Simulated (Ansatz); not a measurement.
# AlH₄S+ (SMILES [AlH2][SH2+]): single points off equilibrium

How do the functionals fare away from a minimum? The structure is a structure displaced at random from a GFN2-xTB minimum.

Computed with Ansatz 0.2.0, Gaussian basis. Level: single points in def2-TZVPP.

Correlated methods freeze the cores.

## (1) Where the work starts

SMILES `[AlH2][SH2+]`, 6 atoms, charge 1, spin multiplicity 1.

Atoms are counted from 1 here; the program's logs count them from 0.

Bond lengths: Al1–S2 2.255 Å, Al1–H3 1.719 Å, Al1–H4 1.657 Å, S2–H5 1.282 Å, S2–H6 1.246 Å. Angles: S2–Al1–H3 131.9°, S2–Al1–H4 102.3°, H3–Al1–H4 125.2°, Al1–S2–H5 107.1°, Al1–S2–H6 94.9°, H5–S2–H6 96.4°.

Geometry (Å):

```xyz
6
charge 1, multiplicity 1
Al   -0.2664   -1.0070    0.1057
S    -0.4705    1.2184   -0.1989
H    -1.4055   -2.2892   -0.0029
H     1.3756   -1.1964    0.2262
H     0.5302    1.5953   -0.9060
H     0.0169    1.5228    0.9068
```

## (2) CCSD(T)/def2-TZVPP

Contents of run/in.yaml:

```yaml
crystal:
  periodic: [false, false, false]
  atoms:
    - {symbol: Al, position_ang: [-0.266400, -1.007000, 0.105700]}
    - {symbol: S, position_ang: [-0.470500, 1.218400, -0.198900]}
    - {symbol: H, position_ang: [-1.405500, -2.289200, -0.002900]}
    - {symbol: H, position_ang: [1.375600, -1.196400, 0.226200]}
    - {symbol: H, position_ang: [0.530200, 1.595300, -0.906000]}
    - {symbol: H, position_ang: [0.016900, 1.522800, 0.906800]}
basis:
  gaussian: {orbitals: def2-TZVPP}
total_charge: 1
correlation: {method: ccsd_t}
output: {forces: true}
```

No record of the launch command was kept for these runs.

## (3) PBE0-D4/def2-TZVPP

Changes to run/in.yaml since step 2:

```diff
@@ -12,3 +12,3 @@
 total_charge: 1
-correlation: {method: ccsd_t}
-output: {forces: true}
+hamiltonian: {xc: pbe0, dispersion: d4}
+output: {forces: true, orbitals: {seedname: orbitals}}
```

## (4) wB97M-V/def2-TZVPP

Changes to run/in.yaml since step 3:

```diff
@@ -12,3 +12,3 @@
 total_charge: 1
-hamiltonian: {xc: pbe0, dispersion: d4}
-output: {forces: true, orbitals: {seedname: orbitals}}
+hamiltonian: {xc: {name: wB97M-V}}
+output: {forces: true}
```

## (5) r2SCAN-D4/def2-TZVPP

Changes to run/in.yaml since step 4:

```diff
@@ -12,3 +12,3 @@
 total_charge: 1
-hamiltonian: {xc: {name: wB97M-V}}
+hamiltonian: {xc: r2scan, dispersion: d4}
 output: {forces: true}
```

## (6) PBE-D4/def2-TZVPP

Changes to run/in.yaml since step 5:

```diff
@@ -12,3 +12,3 @@
 total_charge: 1
-hamiltonian: {xc: r2scan, dispersion: d4}
+hamiltonian: {xc: pbe, dispersion: d4}
 output: {forces: true}
```

## (7) BHLYP-D4/def2-TZVPP

Changes to run/in.yaml since step 6:

```diff
@@ -12,3 +12,3 @@
 total_charge: 1
-hamiltonian: {xc: pbe, dispersion: d4}
+hamiltonian: {xc: {name: BHLYP}, dispersion: d4}
 output: {forces: true}
```

## (8) LC-wPBE/def2-TZVPP

Changes to run/in.yaml since step 7:

```diff
@@ -12,3 +12,3 @@
 total_charge: 1
-hamiltonian: {xc: {name: BHLYP}, dispersion: d4}
+hamiltonian: {xc: {name: LC-wPBE}}
 output: {forces: true}
```

(Steps that only read results are left out.)

**Question.** What will these runs give? Wanted: energy less free atoms, CCSD(T)/def2-TZVPP; RMS force component; RMS force error; HOMO and LUMO, PBE0-D4; T1 diagnostic.

The runs gave:

| quantity | value |
| --- | --- |
| energy less free atoms, CCSD(T)/def2-TZVPP | -6.805 eV |
| RMS force component | 1.680 to 1.807 eV/Å over the methods |
| RMS force error | PBE0-D4 0.083, wB97M-V 0.049, r2SCAN-D4 0.082, PBE-D4 0.200, BHLYP-D4 0.108, LC-wPBE 0.079 eV/Å |
| HOMO and LUMO, PBE0-D4 | -13.48 and -7.67 eV |
| T1 diagnostic | 0.011 |

What this shows: Against CCSD(T) the functionals' energies less atoms differ by -0.413 to +0.081 eV, PBE-D4 by -0.081 eV. CCSD(T) in triple zeta still lacks some correlation energy of the bonds, so part of these gaps is its own basis error and they don't rank the functionals. On forces the order runs from wB97M-V to PBE-D4. Frozen-core CCSD(T) forces in triple zeta carry basis errors of their own, and this is one geometry, so small gaps rank nothing.
